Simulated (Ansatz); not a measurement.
## Phonon frequency of some cubic solids

Method: LDA (Ansatz, a quantum-chemistry and plane-wave program, plane waves, PAW). References are measured values at low temperature. The table is a random draw of 6 from 16 values with such references.

Values in cm⁻¹.

```tsv
solid	reference	LDA	error (%)
zinc-blende CuI (X LO)	144	143	-0.7
zinc-blende GaP (X TA)	105	101	-3.8
zinc-blende CuI (L TA)	45	39	-13.3
zinc-blende CuI (L LA)	103	121	+17.5
zinc-blende CuI (X TA)	49	54	+10.2
fcc Pt (L T)	97	97	0.0
```

Over these 6 values the mean error is +1.6 %, the mean absolute error 7.6 % (median 7.0 %), and the worst case zinc-blende CuI (L LA) at +17.5 %; the value is below the reference in 3 of 6 cases. Over all 16, from unrounded values, the mean error is +4.7 % and the mean absolute error 7.6 % (median 3.9 %).

All these references are low-temperature values that still hold zero-point motion.

Spin–orbit coupling is left out, also for the solids with elements from indium on (zinc-blende CuI, fcc Pt); its size isn't shown.

Differences are worked out from the printed values.

Each level is taken at its own relaxed cell. Ansatz's density-functional and Hartree–Fock values are scalar-relativistic unless marked +SOC, with PAW data made under PBE.

Ansatz's runs of these crystals have no spin polarisation.

Not in this set, of the solids of all kinds but layered and molecular ones with a reference value in our tables and a result at some level: 98 for a reference of another kind, counted apart. These can be a level's best or worst cases. At least 16 more with a reference value are held back for tests. Solids without a released value at any level aren't counted. The metals Ce to Yb are counted apart.

References as tabulated in arXiv:2305.18931; Ioffe Institute, NSM Archive: GaP, mechanic properties page; A. Dal Corso, Phys. Rev. B 76, 054308 (2007).
